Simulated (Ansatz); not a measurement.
How far each method lies from UCCSDT(Q) for PF, quintet

Geometry: that of the PF, triplet, kept fixed. The triplet lies 7.6 eV lower here.

```xyz
2

F     0.0000    0.0000    0.0000
P     0.0000    0.0000    1.5934
```

Basis cc-pVTZ; Ansatz 0.2.0. Correlated methods freeze the noble-gas cores, which leaves 12 electrons in 58 orbitals. Prefix R: restricted or restricted open-shell reference; prefix U: unrestricted. Active spaces: valence = (12e, 8o) chosen from the atoms' valence shells.

Full CI isn't at hand for all of this; UCCSDT(Q) serves as the reference, and is uncertain by about the last step of the cluster series. The frozen core follows each run's orbitals, which can shift R against U totals by a few meV.

For open shells CISD is restricted-active-space CI with the open shells as a complete middle space.

* UHF ⟨S²⟩: 6.010
* T1 diagnostic (RCCSD): 0.0284
* largest doubles amplitude (RCCSD): 0.054
* T1 diagnostic (UCCSD): 0.0226

| level | E − E(UCCSDT(Q)) (kcal/mol) | share of correlation (%) | wall time |
| --- | --- | --- | --- |
| RHF | 219.20 | 0.00 | – |
| UHF | 215.86 | 1.52 | – |
| RMP2 | 13.79 | 93.71 | – |
| UMP2 | 14.63 | 93.33 | – |
| CISD | 19.43 | 91.14 | 44 s |
| RCCSD | 8.13 | 96.29 | – |
| UCCSD | 7.90 | 96.40 | – |
| RCCSD(T) | 0.73 | 99.67 | 8 s |
| UCCSD(T) | 0.73 | 99.67 | 8 s |
| BCCD(T) | 0.77 | 99.65 | 2.6 s |
| RCCSDT | 0.37 | 99.83 | – |
| UCCSDT | 0.31 | 99.86 | – |
| RCCSDT(Q) | 0.20 | 99.91 | 21 s (H100) |
| CASSCF (valence space) | 217.47 | 0.79 | – |
| NEVPT2 (valence space) | 36.18 | 83.50 | 0.93 s |
| MRCISD (valence space) | 20.73 | 90.54 | – |
| MRCISD+Q (valence space) | 6.65 | 96.96 | 6 s (H100) |

The correlation energy at UCCSDT(Q), counted from RHF, is -9.505 eV. That run took 24 s on 2 threads of AMD EPYC 7R13 with a shared H100 80 GB, shared host.

Times hold each run's SCF and search for its determinant on a shared host, so for small cases they say little of a method's own cost; rows without a card ran on 1 thread of AMD EPYC 7R13. Some runs computed forces too.

Natural occupations of CASSCF (valence space) about the gap: 1.998 1.002 1.001 1.001 1.000; effectively unpaired electrons, Σ n²(2−n)², 4.00.
